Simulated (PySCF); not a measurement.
# How the numerical set-up moves the result for BP⁻

Which parts of the numerical set-up matter for BP⁻? Each run edits the base script.

The runs use PySCF 2.14.0; method and basis as typed in the scripts.

7 further runs of the same task are left out: 7 that didn't finish.

## 1. Starting geometry

BP⁻: 2 atoms, charge -1, spin multiplicity 2.

Bond lengths: B1–P2 1.782 Å.

## 2. Base script

input.py reads:

```python
from pyscf import gto, scf, cc

mol = gto.M(
    atom='B 0 0 0; P 0 0 1.782',
    basis='crenbl',
    ecp={'B': 'crenbl', 'P': 'crenbl'},
    charge=-1,
    spin=1,
    symmetry=True,
    verbose=4,
)
mf = scf.UHF(mol)
mf = mf.newton()
mf.kernel()
mycc = cc.CCSD(mf)
mycc.kernel()
e = mycc.ipccsd(nroots=8)[0]
print('roots (eV) =', (e*27.211386).round(3))
mf.dip_moment()
print('orbital energies (hartree):', [e[max(0, n-3):n+3].round(4) for e, n in zip(mf.mo_energy, mol.nelec)])
```

The run is started by

```bash
$ OMP_NUM_THREADS=1 python input.py
```

Its log is not repeated here.

Base result: E(SCF) = -8.964579 Eh, 5 macro-iterations, E(CCSD) − E(SCF) = -0.12019 Eh, ⟨S²⟩ = 1.517, ionisation roots 2.132, 2.132, 2.339, 2.339, 2.603 eV.

⟨S²⟩ = 1.52 against 0.75 for a pure state: the determinant is spin-contaminated. The bond length is a typed value, not an optimised one. The dipole of an ion depends on the origin.

## 3. Cartesian functions on

Edit 1 changes Cartesian functions: off → on.

input.py reads:

```python
from pyscf import gto, scf, cc

mol = gto.M(
    atom='B 0 0 0; P 0 0 1.782',
    basis='crenbl',
    ecp={'B': 'crenbl', 'P': 'crenbl'},
    charge=-1,
    spin=1,
    symmetry=True,
    cart=True,
    verbose=4,
)
mf = scf.UHF(mol)
mf = mf.newton()
mf.kernel()
mycc = cc.CCSD(mf)
mycc.kernel()
e = mycc.ipccsd(nroots=8)[0]
print('roots (eV) =', (e*27.211386).round(3))
mf.dip_moment()
print('orbital energies (hartree):', [e[max(0, n-3):n+3].round(4) for e, n in zip(mf.mo_energy, mol.nelec)])
```

The run is started by

```bash
$ OMP_NUM_THREADS=1 python input.py
```

## 4. Def2-svpd (core potential off)

Edit 2 changes basis set: crenbl → def2-svpd; core potential: on → off. The core potential changes with it: totals don't compare.

Edit input.py of step 2 so:

```diff
@@ -4,4 +4,3 @@
     atom='B 0 0 0; P 0 0 1.782',
-    basis='crenbl',
-    ecp={'B': 'crenbl', 'P': 'crenbl'},
+    basis='def2-svpd',
     charge=-1,
```

## 5. Jorge-dzp (core potential off)

Edit 3 changes basis set: crenbl → jorge-dzp; core potential: on → off. The core potential changes with it: totals don't compare.

Edit input.py of step 2 so:

```diff
@@ -4,4 +4,3 @@
     atom='B 0 0 0; P 0 0 1.782',
-    basis='crenbl',
-    ecp={'B': 'crenbl', 'P': 'crenbl'},
+    basis='jorge-dzp',
     charge=-1,
```

Before running it: what results should come out? Wanted: for each run, E(SCF); from base; gap, α spin; after the SCF.

As calculated:

```
                           run  E(SCF) (hartree)  from base (eV)   cycles  gap, α spin (eV)  functions                                   after the SCF
                          base         -8.964579               0  5 macro             10.76         32  CCSD correlation -3.271 eV, first root 2.13 eV
        Cartesian functions on         -8.964579          0.0000  5 macro             10.76         32  CCSD correlation -3.271 eV, first root 2.13 eV
def2-svpd (core potential off)       -365.216186  not comparable  5 macro              9.03         44  CCSD correlation -5.854 eV, first root 2.35 eV
jorge-dzp (core potential off)       -365.342365  not comparable  4 macro             10.63         39  CCSD correlation -7.713 eV, first root 2.19 eV
```

What this shows: The SCF energy stays the same, to the digits that matter, with Cartesian functions on. The basis has no d shells, so the Cartesian switch can't act. The dearest run is “def2-svpd (core potential off)”, at 17 s against 3.5 s.
